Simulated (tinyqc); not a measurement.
UHF in the sto-6g basis, for LiH, spin multiplicity 3, step by step (part 1 of 3). Computed by tinyqc, a small Python program that keeps every step (integrals from PySCF). Settings: charge = 0, multiplicity = 3, basis = sto-6g, energy threshold = 1e-10, iteration cap = 71, orthogonalisation = symmetric, start = core, DIIS depth = 8, method = UHF. Command: `OMP_NUM_THREADS=1 python tinyqc.py 26968 26969 out.jsonl` (the two numbers bound the seeds that draw the settings). One thread of a shared host (Intel(R) Xeon(R) Processor @ 2.60GHz), about 0.2 s of CPU time with the checks. Later iterations appear only in the table of the cycle.

## One-electron integrals

Geometry (angstrom):
```
atom         x         y         z
Li    0.000000  0.000000  0.000000
H     0.000000  0.000000  2.951000
```

Basis sto-6g: exponents (1/bohr^2) and contraction coefficients of normalised primitives:
```
element  l (shell)    exponent  coefficient
Li           s (1)  167.175846     0.009164
Li           s (1)   30.651508     0.049361
Li           s (1)    8.575187     0.168538
Li           s (1)    2.945808     0.370563
Li           s (1)    1.143944     0.416492
Li           s (1)    0.471139     0.130334
Li           s (2)    6.597564    -0.013253
Li           s (2)    1.305830    -0.046992
Li           s (2)    0.405851    -0.033785
Li           s (2)    0.156146     0.250242
Li           s (2)    0.067814     0.595117
Li           s (2)    0.031084     0.240706
Li           p (3)    6.597564     0.003760
Li           p (3)    1.305830     0.037679
Li           p (3)    0.405851     0.173897
Li           p (3)    0.156146     0.418036
Li           p (3)    0.067814     0.425860
Li           p (3)    0.031084     0.101708
H            s (1)   35.523221     0.009164
H            s (1)    6.513144     0.049361
H            s (1)    1.822143     0.168538
H            s (1)    0.625955     0.370563
H            s (1)    0.243077     0.416492
H            s (1)    0.100112     0.130334
```

Overlap, kinetic and nuclear-attraction integrals over the contracted functions; the nuclear repulsion is the sum of Za Zb / Rab.

nuclear repulsion = 0.53796396 hartree

overlap S, order 1Li 1s, 1Li 2s, 1Li 2px, 1Li 2py, 1Li 2pz, 2H 1s:
$$\begin{pmatrix}
1.000000 & 0.235742 & 0.000000 & 0.000000 & 0.000000 & 0.003370 \\
0.235742 & 1.000000 & 0.000000 & 0.000000 & 0.000000 & 0.131935 \\
0.000000 & 0.000000 & 1.000000 & 0.000000 & 0.000000 & 0.000000 \\
0.000000 & 0.000000 & 0.000000 & 1.000000 & 0.000000 & 0.000000 \\
0.000000 & 0.000000 & 0.000000 & 0.000000 & 1.000000 & 0.202733 \\
0.003370 & 0.131935 & 0.000000 & 0.000000 & 0.202733 & 1.000000
\end{pmatrix}$$

kinetic energy T (hartree), order 1Li 1s, 1Li 2s, 1Li 2px, 1Li 2py, 1Li 2pz, 2H 1s:
$$\begin{pmatrix}
3.616742 & -0.110723 & 0.000000 & 0.000000 & 0.000000 & -0.001667 \\
-0.110723 & 0.106524 & 0.000000 & 0.000000 & 0.000000 & -0.001934 \\
0.000000 & 0.000000 & 0.320007 & 0.000000 & 0.000000 & 0.000000 \\
0.000000 & 0.000000 & 0.000000 & 0.320007 & 0.000000 & 0.000000 \\
0.000000 & 0.000000 & 0.000000 & 0.000000 & 0.320007 & 0.007203 \\
-0.001667 & -0.001934 & 0.000000 & 0.000000 & 0.007203 & 0.768522
\end{pmatrix}$$

nuclear attraction V (hartree), order 1Li 1s, 1Li 2s, 1Li 2px, 1Li 2py, 1Li 2pz, 2H 1s:
$$\begin{pmatrix}
-8.246466 & -0.870635 & 0.000000 & 0.000000 & -0.005005 & -0.012550 \\
-0.870635 & -1.378000 & 0.000000 & 0.000000 & -0.055581 & -0.171951 \\
0.000000 & 0.000000 & -1.365918 & 0.000000 & 0.000000 & 0.000000 \\
0.000000 & 0.000000 & 0.000000 & -1.365918 & 0.000000 & 0.000000 \\
-0.005005 & -0.055581 & 0.000000 & 0.000000 & -1.401998 & -0.266671 \\
-0.012550 & -0.171951 & 0.000000 & 0.000000 & -0.266671 & -1.777521
\end{pmatrix}$$

core Hamiltonian H = T + V (hartree), order 1Li 1s, 1Li 2s, 1Li 2px, 1Li 2py, 1Li 2pz, 2H 1s:
$$\begin{pmatrix}
-4.629723 & -0.981358 & 0.000000 & 0.000000 & -0.005005 & -0.014217 \\
-0.981358 & -1.271476 & 0.000000 & 0.000000 & -0.055581 & -0.173885 \\
0.000000 & 0.000000 & -1.045910 & 0.000000 & 0.000000 & 0.000000 \\
0.000000 & 0.000000 & 0.000000 & -1.045910 & 0.000000 & 0.000000 \\
-0.005005 & -0.055581 & 0.000000 & 0.000000 & -1.081991 & -0.259468 \\
-0.014217 & -0.173885 & 0.000000 & 0.000000 & -0.259468 & -1.008999
\end{pmatrix}$$

## Two-electron integrals

Functions are numbered as in S; the eight-fold symmetry (ij|kl) = (ji|kl) = (kl|ij) leaves the list below.

Two-electron integrals (ij|kl) in chemists' order, unique and non-zero (hartree):
```
(11|11) 1.681247   (21|11) 0.242603   (21|21) 0.044507   (22|11) 0.397190
(22|21) 0.090279   (22|22) 0.290625   (31|31) 0.009437   (32|31) 0.014261
(32|32) 0.064236   (33|11) 0.397190   (33|21) 0.090279   (33|22) 0.290625
(33|33) 0.313125   (41|41) 0.009437   (42|41) 0.014261   (42|42) 0.064236
(43|43) 0.016875   (44|11) 0.397190   (44|21) 0.090279   (44|22) 0.290625
(44|33) 0.279374   (44|44) 0.313125   (51|51) 0.009437   (52|51) 0.014261
(52|52) 0.064236   (53|53) 0.016875   (54|54) 0.016875   (55|11) 0.397190
(55|21) 0.090279   (55|22) 0.290625   (55|33) 0.279374   (55|44) 0.279374
(55|55) 0.313125   (61|11) 0.003304   (61|21) 0.000601   (61|22) 0.001263
(61|33) 0.001245   (61|44) 0.001245   (61|51) 0.000081   (61|52) 0.000177
(61|55) 0.001300   (61|61) 0.000009   (62|11) 0.030518   (62|21) 0.007151
(62|22) 0.028050   (62|33) 0.026451   (62|44) 0.026451   (62|51) 0.000994
(62|52) 0.008560   (62|55) 0.031249   (62|61) 0.000120   (62|62) 0.007345
(63|31) 0.000282   (63|32) 0.001828   (63|53) 0.000885   (63|63) 0.000247
(64|41) 0.000282   (64|42) 0.001828   (64|54) 0.000885   (64|64) 0.000247
(65|11) 0.045056   (65|21) 0.010591   (65|22) 0.042207   (65|33) 0.039551
(65|44) 0.039551   (65|51) 0.001561   (65|52) 0.013532   (65|55) 0.047517
(65|61) 0.000181   (65|62) 0.011690   (65|65) 0.018653   (66|11) 0.179319
(66|21) 0.042272   (66|22) 0.177209   (66|33) 0.165877   (66|44) 0.165877
(66|51) 0.005002   (66|52) 0.054321   (66|55) 0.199870   (66|61) 0.000703
(66|62) 0.065941   (66|65) 0.106825   (66|66) 0.774999
```

## Orthogonalisation

S = U s U^T; symmetric (Loewdin) form X = U s^(-1/2) U^T, so that X^T S X = 1.

eigenvalues of S: [0.704730, 0.837362, 1.000000, 1.000000, 1.159272, 1.298636]

X, order 1Li 1s, 1Li 2s, 1Li 2px, 1Li 2py, 1Li 2pz, 2H 1s:
$$\begin{pmatrix}
1.021961 & -0.123429 & 0.000000 & 0.000000 & -0.001883 & 0.010899 \\
-0.123429 & 1.029071 & 0.000000 & 0.000000 & 0.010878 & -0.070715 \\
0.000000 & 0.000000 & 1.000000 & 0.000000 & 0.000000 & 0.000000 \\
0.000000 & 0.000000 & 0.000000 & 1.000000 & 0.000000 & 0.000000 \\
-0.001883 & 0.010878 & 0.000000 & 0.000000 & 1.016112 & -0.105297 \\
0.010899 & -0.070715 & 0.000000 & 0.000000 & -0.105297 & 1.023160
\end{pmatrix}$$

## Starting guess

The start is the orbitals of the core Hamiltonian; D(s) = C_occ C_occ^T for each spin.

D(alpha) at the start, order 1Li 1s, 1Li 2s, 1Li 2px, 1Li 2py, 1Li 2pz, 2H 1s:
$$\begin{pmatrix}
1.059400 & -0.251986 & 0.000000 & 0.000000 & 0.003284 & 0.012580 \\
-0.251986 & 1.068670 & 0.000000 & 0.000000 & -0.022327 & -0.046301 \\
0.000000 & 0.000000 & 0.000000 & 0.000000 & 0.000000 & 0.000000 \\
0.000000 & 0.000000 & 0.000000 & 0.000000 & 0.000000 & 0.000000 \\
0.003284 & -0.022327 & 0.000000 & 0.000000 & 0.787846 & 0.280536 \\
0.012580 & -0.046301 & 0.000000 & 0.000000 & 0.280536 & 0.101276
\end{pmatrix}$$

D(beta) at the start, order 1Li 1s, 1Li 2s, 1Li 2px, 1Li 2py, 1Li 2pz, 2H 1s:
$$\begin{pmatrix}
1.014870 & -0.033963 & 0.000000 & 0.000000 & 0.000196 & 0.003671 \\
-0.033963 & 0.001137 & 0.000000 & 0.000000 & -0.000007 & -0.000123 \\
0.000000 & 0.000000 & 0.000000 & 0.000000 & 0.000000 & 0.000000 \\
0.000000 & 0.000000 & 0.000000 & 0.000000 & 0.000000 & 0.000000 \\
0.000196 & -0.000007 & 0.000000 & 0.000000 & 0.000000 & 0.000001 \\
0.003671 & -0.000123 & 0.000000 & 0.000000 & 0.000001 & 0.000013
\end{pmatrix}$$

## Iteration 1: building the Fock matrix

J_ij = sum D_kl (ij|kl) with D = D(alpha) + D(beta), K_ij = sum D_kl (ik|jl) for each spin; F = H + J - K(s); E = tr D H + tr D J / 2 - 0.5 sum_s tr D(s) K(s) + E_nn.

Coulomb J (hartree), order 1Li 1s, 1Li 2s, 1Li 2px, 1Li 2py, 1Li 2pz, 2H 1s:
$$\begin{pmatrix}
4.127175 & 0.655057 & 0.000000 & 0.000000 & 0.000722 & 0.009039 \\
0.655057 & 1.351196 & 0.000000 & 0.000000 & 0.009536 & 0.126026 \\
0.000000 & 0.000000 & 1.339844 & 0.000000 & 0.000000 & 0.000000 \\
0.000000 & 0.000000 & 0.000000 & 1.339844 & 0.000000 & 0.000000 \\
0.000722 & 0.009536 & 0.000000 & 0.000000 & 1.373902 & 0.189604 \\
0.009039 & 0.126026 & 0.000000 & 0.000000 & 0.189604 & 0.824773
\end{pmatrix}$$

exchange K(alpha) (hartree), order 1Li 1s, 1Li 2s, 1Li 2px, 1Li 2py, 1Li 2pz, 2H 1s:
$$\begin{pmatrix}
1.713921 & 0.253769 & 0.000000 & 0.000000 & -0.000109 & 0.006238 \\
0.253769 & 0.365972 & 0.000000 & 0.000000 & 0.003962 & 0.055241 \\
0.000000 & 0.000000 & 0.085112 & 0.000000 & 0.000000 & 0.000000 \\
0.000000 & 0.000000 & 0.000000 & 0.085112 & 0.000000 & 0.000000 \\
-0.000109 & 0.003962 & 0.000000 & 0.000000 & 0.345487 & 0.114516 \\
0.006238 & 0.055241 & 0.000000 & 0.000000 & 0.114516 & 0.154309
\end{pmatrix}$$

exchange K(beta) (hartree), order 1Li 1s, 1Li 2s, 1Li 2px, 1Li 2py, 1Li 2pz, 2H 1s:
$$\begin{pmatrix}
1.689843 & 0.231425 & 0.000000 & 0.000000 & 0.000243 & 0.002966 \\
0.231425 & 0.039413 & 0.000000 & 0.000000 & 0.000055 & 0.000492 \\
0.000000 & 0.000000 & 0.008683 & 0.000000 & 0.000000 & 0.000000 \\
0.000000 & 0.000000 & 0.000000 & 0.008683 & 0.000000 & 0.000000 \\
0.000243 & 0.000055 & 0.000000 & 0.000000 & 0.008690 & 0.000065 \\
0.002966 & 0.000492 & 0.000000 & 0.000000 & 0.000065 & 0.000009
\end{pmatrix}$$

F(alpha) (hartree), order 1Li 1s, 1Li 2s, 1Li 2px, 1Li 2py, 1Li 2pz, 2H 1s:
$$\begin{pmatrix}
-2.216469 & -0.580070 & 0.000000 & 0.000000 & -0.004174 & -0.011417 \\
-0.580070 & -0.286253 & 0.000000 & 0.000000 & -0.050008 & -0.103101 \\
0.000000 & 0.000000 & 0.208821 & 0.000000 & 0.000000 & 0.000000 \\
0.000000 & 0.000000 & 0.000000 & 0.208821 & 0.000000 & 0.000000 \\
-0.004174 & -0.050008 & 0.000000 & 0.000000 & -0.053576 & -0.184379 \\
-0.011417 & -0.103101 & 0.000000 & 0.000000 & -0.184379 & -0.338536
\end{pmatrix}$$

F(beta) (hartree), order 1Li 1s, 1Li 2s, 1Li 2px, 1Li 2py, 1Li 2pz, 2H 1s:
$$\begin{pmatrix}
-2.192392 & -0.557726 & 0.000000 & 0.000000 & -0.004526 & -0.008145 \\
-0.557726 & 0.040306 & 0.000000 & 0.000000 & -0.046100 & -0.048351 \\
0.000000 & 0.000000 & 0.285250 & 0.000000 & 0.000000 & 0.000000 \\
0.000000 & 0.000000 & 0.000000 & 0.285250 & 0.000000 & 0.000000 \\
-0.004526 & -0.046100 & 0.000000 & 0.000000 & 0.283221 & -0.069929 \\
-0.008145 & -0.048351 & 0.000000 & 0.000000 & -0.069929 & -0.184235
\end{pmatrix}$$

total energy of this density = -7.56287729 hartree

## Iteration 1: diagonalisation and new density

Diagonalise F' = X^T F X, C = X C', fill 3 alpha and 1 beta electrons from the bottom; D(s) = C_occ C_occ^T. Each column has its largest component positive (the first on a tie).

F' = X^T F X (alpha) (hartree):
$$\begin{pmatrix}
-2.172927 & -0.303819 & 0.000000 & 0.000000 & -0.001706 & 0.013249 \\
-0.303819 & -0.177265 & 0.000000 & 0.000000 & -0.032141 & -0.068844 \\
0.000000 & 0.000000 & 0.208821 & 0.000000 & 0.000000 & 0.000000 \\
0.000000 & 0.000000 & 0.000000 & 0.208821 & 0.000000 & 0.000000 \\
-0.001706 & -0.032141 & 0.000000 & 0.000000 & -0.020491 & -0.149686 \\
0.013249 & -0.068844 & 0.000000 & 0.000000 & -0.149686 & -0.302135
\end{pmatrix}$$

orbital energies (alpha) (hartree): MO1 -2.218177, MO2 -0.389724, MO3 -0.109150, MO4 0.044233, MO5 0.208821, MO6 0.208821

coefficients C (alpha), order 1Li 1s, 1Li 2s, 1Li 2px, 1Li 2py, 1Li 2pz, 2H 1s:
$$\begin{pmatrix}
0.992624 & -0.068902 & -0.263933 & -0.007185 & 0.000000 & 0.000000 \\
0.029563 & 0.237909 & 1.010417 & 0.030425 & 0.000000 & 0.000000 \\
0.000000 & 0.000000 & 0.000000 & 0.000000 & -0.396213 & 0.918159 \\
0.000000 & 0.000000 & 0.000000 & 0.000000 & 0.918159 & 0.396213 \\
0.002755 & 0.297595 & -0.069886 & 0.974802 & 0.000000 & 0.000000 \\
-0.001289 & 0.839204 & -0.328569 & -0.500841 & 0.000000 & 0.000000
\end{pmatrix}$$

F' = X^T F X (beta) (hartree):
$$\begin{pmatrix}
-2.148499 & -0.323759 & 0.000000 & 0.000000 & -0.001958 & 0.012713 \\
-0.323759 & 0.156060 & 0.000000 & 0.000000 & -0.033838 & -0.044546 \\
0.000000 & 0.000000 & 0.285250 & 0.000000 & 0.000000 & 0.000000 \\
0.000000 & 0.000000 & 0.000000 & 0.285250 & 0.000000 & 0.000000 \\
-0.001958 & -0.033838 & 0.000000 & 0.000000 & 0.304468 & -0.081616 \\
0.012713 & -0.044546 & 0.000000 & 0.000000 & -0.081616 & -0.167720
\end{pmatrix}$$

orbital energies (beta) (hartree): MO1 -2.193156, MO2 -0.188059, MO3 0.201936, MO4 0.285250, MO5 0.285250, MO6 0.323588

coefficients C (beta), order 1Li 1s, 1Li 2s, 1Li 2px, 1Li 2py, 1Li 2pz, 2H 1s:
$$\begin{pmatrix}
0.995500 & -0.021064 & -0.256798 & 0.000000 & 0.000000 & 0.048503 \\
0.018445 & 0.067381 & 1.017822 & 0.000000 & 0.000000 & -0.196214 \\
0.000000 & 0.000000 & 0.000000 & 0.911484 & 0.411335 & 0.000000 \\
0.000000 & 0.000000 & 0.000000 & -0.411335 & 0.911484 & 0.000000 \\
0.002512 & 0.071988 & 0.216559 & 0.000000 & 0.000000 & 0.995794 \\
-0.002308 & 0.972102 & -0.253963 & 0.000000 & 0.000000 & -0.231467
\end{pmatrix}$$

D(alpha) after iteration 1, order 1Li 1s, 1Li 2s, 1Li 2px, 1Li 2py, 1Li 2pz, 2H 1s:
$$\begin{pmatrix}
1.059710 & -0.253730 & 0.000000 & 0.000000 & 0.000675 & 0.027618 \\
-0.253730 & 1.078416 & 0.000000 & 0.000000 & 0.000268 & -0.132376 \\
0.000000 & 0.000000 & 0.000000 & 0.000000 & 0.000000 & 0.000000 \\
0.000000 & 0.000000 & 0.000000 & 0.000000 & 0.000000 & 0.000000 \\
0.000675 & 0.000268 & 0.000000 & 0.000000 & 0.093455 & 0.272702 \\
0.027618 & -0.132376 & 0.000000 & 0.000000 & 0.272702 & 0.812222
\end{pmatrix}$$

D(beta) after iteration 1, order 1Li 1s, 1Li 2s, 1Li 2px, 1Li 2py, 1Li 2pz, 2H 1s:
$$\begin{pmatrix}
0.991020 & 0.018362 & 0.000000 & 0.000000 & 0.002501 & -0.002297 \\
0.018362 & 0.000340 & 0.000000 & 0.000000 & 0.000046 & -0.000043 \\
0.000000 & 0.000000 & 0.000000 & 0.000000 & 0.000000 & 0.000000 \\
0.000000 & 0.000000 & 0.000000 & 0.000000 & 0.000000 & 0.000000 \\
0.002501 & 0.000046 & 0.000000 & 0.000000 & 0.000006 & -0.000006 \\
-0.002297 & -0.000043 & 0.000000 & 0.000000 & -0.000006 & 0.000005
\end{pmatrix}$$

Within a degenerate level the vectors are fixed only up to a rotation; this is one choice.

## Iteration 2: building the Fock matrix

As before.

Coulomb J (hartree), order 1Li 1s, 1Li 2s, 1Li 2px, 1Li 2py, 1Li 2pz, 2H 1s:
$$\begin{pmatrix}
3.961480 & 0.620635 & 0.000000 & 0.000000 & 0.004724 & 0.008615 \\
0.620635 & 1.272295 & 0.000000 & 0.000000 & 0.049374 & 0.150406 \\
0.000000 & 0.000000 & 1.261015 & 0.000000 & 0.000000 & 0.000000 \\
0.000000 & 0.000000 & 0.000000 & 1.261015 & 0.000000 & 0.000000 \\
0.004724 & 0.049374 & 0.000000 & 0.000000 & 1.294856 & 0.231256 \\
0.008615 & 0.150406 & 0.000000 & 0.000000 & 0.231256 & 1.228056
\end{pmatrix}$$

exchange K(alpha) (hartree), order 1Li 1s, 1Li 2s, 1Li 2px, 1Li 2py, 1Li 2pz, 2H 1s:
$$\begin{pmatrix}
1.707476 & 0.243870 & 0.000000 & 0.000000 & 0.001050 & 0.004822 \\
0.243870 & 0.324372 & 0.000000 & 0.000000 & 0.015472 & 0.078338 \\
0.000000 & 0.000000 & 0.073829 & 0.000000 & 0.000000 & 0.000000 \\
0.000000 & 0.000000 & 0.000000 & 0.073829 & 0.000000 & 0.000000 \\
0.001050 & 0.015472 & 0.000000 & 0.000000 & 0.138870 & 0.151237 \\
0.004822 & 0.078338 & 0.000000 & 0.000000 & 0.151237 & 0.679933
\end{pmatrix}$$

exchange K(beta) (hartree), order 1Li 1s, 1Li 2s, 1Li 2px, 1Li 2py, 1Li 2pz, 2H 1s:
$$\begin{pmatrix}
1.675058 & 0.248493 & 0.000000 & 0.000000 & 0.000918 & 0.003548 \\
0.248493 & 0.047487 & 0.000000 & 0.000000 & 0.000249 & 0.000684 \\
0.000000 & 0.000000 & 0.009896 & 0.000000 & 0.000000 & 0.000000 \\
0.000000 & 0.000000 & 0.000000 & 0.009896 & 0.000000 & 0.000000 \\
0.000918 & 0.000249 & 0.000000 & 0.000000 & 0.009891 & 0.000099 \\
0.003548 & 0.000684 & 0.000000 & 0.000000 & 0.000099 & 0.000012
\end{pmatrix}$$

F(alpha) (hartree), order 1Li 1s, 1Li 2s, 1Li 2px, 1Li 2py, 1Li 2pz, 2H 1s:
$$\begin{pmatrix}
-2.375720 & -0.604593 & 0.000000 & 0.000000 & -0.001331 & -0.010424 \\
-0.604593 & -0.323553 & 0.000000 & 0.000000 & -0.021679 & -0.101817 \\
0.000000 & 0.000000 & 0.141276 & 0.000000 & 0.000000 & 0.000000 \\
0.000000 & 0.000000 & 0.000000 & 0.141276 & 0.000000 & 0.000000 \\
-0.001331 & -0.021679 & 0.000000 & 0.000000 & 0.073996 & -0.179449 \\
-0.010424 & -0.101817 & 0.000000 & 0.000000 & -0.179449 & -0.460876
\end{pmatrix}$$

F(beta) (hartree), order 1Li 1s, 1Li 2s, 1Li 2px, 1Li 2py, 1Li 2pz, 2H 1s:
$$\begin{pmatrix}
-2.343302 & -0.609216 & 0.000000 & 0.000000 & -0.001198 & -0.009150 \\
-0.609216 & -0.046668 & 0.000000 & 0.000000 & -0.006456 & -0.024163 \\
0.000000 & 0.000000 & 0.205208 & 0.000000 & 0.000000 & 0.000000 \\
0.000000 & 0.000000 & 0.000000 & 0.205208 & 0.000000 & 0.000000 \\
-0.001198 & -0.006456 & 0.000000 & 0.000000 & 0.202974 & -0.028311 \\
-0.009150 & -0.024163 & 0.000000 & 0.000000 & -0.028311 & 0.219045
\end{pmatrix}$$

total energy of this density = -7.84408147 hartree

## Iteration 2: DIIS over 2 matrices

error matrix X^T (FDS - SDF) X (alpha):
$$\begin{pmatrix}
0.000000 & -0.000047 & 0.000000 & 0.000000 & -0.000249 & -0.000104 \\
0.000047 & 0.000000 & 0.000000 & 0.000000 & -0.022108 & 0.008735 \\
0.000000 & 0.000000 & 0.000000 & 0.000000 & 0.000000 & 0.000000 \\
0.000000 & 0.000000 & 0.000000 & 0.000000 & 0.000000 & 0.000000 \\
0.000249 & 0.022108 & 0.000000 & 0.000000 & 0.000000 & 0.095270 \\
0.000104 & -0.008735 & 0.000000 & 0.000000 & -0.095270 & 0.000000
\end{pmatrix}$$

B (overlaps of the stored error matrices):
$$\begin{pmatrix}
1.1669773e-01 & 4.3705315e-02 \\
4.3705315e-02 & 1.9767144e-02
\end{pmatrix}$$

Minimise |sum c_i e_i|^2 with sum c_i = 1: solve [B -1; -1 0][c; lambda] = [0; -1] with B_ij = tr e_i^T e_j summed over both spins, and take F = sum c_i F_i.

DIIS coefficients: [-0.487994, 1.487994]

extrapolated F(alpha) (hartree), order 1Li 1s, 1Li 2s, 1Li 2px, 1Li 2py, 1Li 2pz, 2H 1s:
$$\begin{pmatrix}
-2.453434 & -0.616561 & 0.000000 & 0.000000 & 0.000057 & -0.009939 \\
-0.616561 & -0.341756 & 0.000000 & 0.000000 & -0.007855 & -0.101191 \\
0.000000 & 0.000000 & 0.108314 & 0.000000 & 0.000000 & 0.000000 \\
0.000000 & 0.000000 & 0.000000 & 0.108314 & 0.000000 & 0.000000 \\
0.000057 & -0.007855 & 0.000000 & 0.000000 & 0.136250 & -0.177043 \\
-0.009939 & -0.101191 & 0.000000 & 0.000000 & -0.177043 & -0.520577
\end{pmatrix}$$

extrapolated F(beta) (hartree), order 1Li 1s, 1Li 2s, 1Li 2px, 1Li 2py, 1Li 2pz, 2H 1s:
$$\begin{pmatrix}
-2.416945 & -0.634343 & 0.000000 & 0.000000 & 0.000426 & -0.009640 \\
-0.634343 & -0.089111 & 0.000000 & 0.000000 & 0.012890 & -0.012359 \\
0.000000 & 0.000000 & 0.166148 & 0.000000 & 0.000000 & 0.000000 \\
0.000000 & 0.000000 & 0.000000 & 0.166148 & 0.000000 & 0.000000 \\
0.000426 & 0.012890 & 0.000000 & 0.000000 & 0.163814 & -0.008002 \\
-0.009640 & -0.012359 & 0.000000 & 0.000000 & -0.008002 & 0.415843
\end{pmatrix}$$
